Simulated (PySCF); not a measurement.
Gas-phase reaction: 3 Si₂H₆ + 3 N₂ ⇌ 2 c-Si₃H₆ + 6 NH

Energies from PySCF, thermal terms from the rigid-rotor harmonic-oscillator model, ideal gas at 1 bar. † marks an energy on the PBE0/def2-TZVP geometry and frequencies. MP2 and CCSD(T) freeze the core. Open shells (unrestricted): NH (multiplicity 3); the rest are closed-shell singlets. c-Si₃H₆: computed as isolated molecules; such fragments, hydroxides, amides, oligomers or adducts are transient or little studied in the gas. MP2 isn't extrapolated to the basis-set limit; its ΔH°(298 K) is 2524.0 kJ in def2-SVP and 2545.6 kJ in def2-TZVPP. CCSD(T) isn't extrapolated to the basis-set limit; its ΔH°(298 K) is 2387.6 kJ in def2-SVP and 2388.2 kJ in def2-TZVPP. The harmonic model lacks anharmonicity and excited electronic states, which grow with temperature; levels with a mode under 35 cm⁻¹ are left out. Internal rotation in Si₂H₆ is treated as a harmonic vibration of one conformer, which makes the entropy rough.

ΔH° and ΔS° at 298 K: BLYP/def2-TZVP† 2451 kJ, 305 J/K; CCSD(T)/def2-SVP† 2388 kJ, 305 J/K; CCSD(T)/def2-TZVPP† 2388 kJ, 305 J/K; M06-2X/def2-TZVP† 2428 kJ, 305 J/K; MP2/def2-TZVPP† 2546 kJ, 305 J/K; PBE/def2-TZVP† 2416 kJ, 305 J/K.

Q: With the heat capacities included, give log10 K (1 bar) at 500, 800, 1200, 1400, 2500 K from BLYP/def2-TZVP†, CCSD(T)/def2-SVP†, CCSD(T)/def2-TZVPP†, M06-2X/def2-TZVP†, MP2/def2-TZVPP†, PBE/def2-TZVP†.

A: 
```csv
T (K),BLYP/def2-TZVP†,CCSD(T)/def2-SVP†,CCSD(T)/def2-TZVPP†,M06-2X/def2-TZVP†,MP2/def2-TZVPP†,PBE/def2-TZVP†
500,-239.8,-233.2,-233.2,-237.4,-249.7,-236.2
800,-143.3,-139.2,-139.2,-141.8,-149.5,-141.0
1200,-89.7,-86.9,-86.9,-88.7,-93.8,-88.1
1400,-74.4,-72.0,-72.0,-73.5,-77.9,-73.1
2500,-34.1,-32.8,-32.8,-33.6,-36.1,-33.4
```
